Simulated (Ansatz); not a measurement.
# PN (singlet): RPA-PBE over a scan of the distance N1–P2, 6-31G

How well do these functionals follow the top wave-function level for PN (singlet) over a scan of the distance N1–P2?

Program: Ansatz 0.2.0, Gaussian basis. Level of theory: 6-31G, all electrons in the functionals, frozen cores in the correlation of double hybrids and RPA. These are calculated values, not measurements.

The runs, in order: RPA-PBE, at 1.199 Å; 1.309 Å; 1.479 Å; 1.596 Å; 1.812 Å; 1.998 Å; 2.337 Å; 2.677 Å; 3.303 Å; 3.925 Å; 5.074 Å.

29 further runs of the same task are left out: 5 for a known fault of the program, 20 that didn't finish, 4 set aside as unsound or not needed.

## 1. The system

The geometry derives from a PBE0/def2-TZVP stationary point (not a proven minimum). One bond is set to the value named and the two fragments are kept rigid.

2 atoms, charge 0, spin multiplicity 1.

Atoms are counted from 1 here; the program's logs count them from 0.

Bond lengths: N1–P2 1.479 Å.

No dispersion term is added.

The geometry shown and the zero of energy belong to the point 1.479 Å. The yardstick, FCI, and other wave-function levels (R restricted, U unrestricted, valence and pair active spaces) come from earlier runs.

## 2. RPA-PBE, 1.199 Å

Contents of in.yaml:

```yaml
crystal:
  periodic: [false, false, false]
  atoms:
    - {symbol: N, position_ang: [0.000000, 0.000000, 0.000000]}
    - {symbol: P, position_ang: [0.000000, 0.000000, 1.199000]}
basis:
  gaussian: {orbitals: 6-31G}
hamiltonian: {xc: {name: PBE}}
correlation: {method: rpa, electrons: outside_noble_gas}
```

The run is started by

```sh
$ ansatz run in.yaml --threads 1 --pin off --events-out ev --progress --plain --max-ram 2393MiB
```

After this run come: RPA-PBE, 1.309 Å; RPA-PBE, 1.479 Å; RPA-PBE, 1.596 Å; RPA-PBE, 1.812 Å; RPA-PBE, 1.998 Å; RPA-PBE, 2.337 Å; RPA-PBE, 2.677 Å; RPA-PBE, 3.303 Å; RPA-PBE, 3.925 Å; RPA-PBE, 5.074 Å.

Before running them: what should the planned runs give, taken together? Wanted: span of the FCI curve; largest miss, RPA-PBE.

The runs gave:

| quantity | value |
| --- | --- |
| span of the FCI curve | 716.3 kJ/mol |
| largest miss, RPA-PBE | +24.7 kJ/mol (1.998 Å) |

**Reading.** RPA-PBE strays by up to 24.7 kJ/mol, at 1.998 Å. RPA-PBE clearly breaks the spin symmetry at some points (⟨S²⟩ up to 3.00 above the pure value), so energy there is bought with a mixed spin. Functionals and the yardstick converge differently with the basis, so part of each miss in 6-31G is the basis.
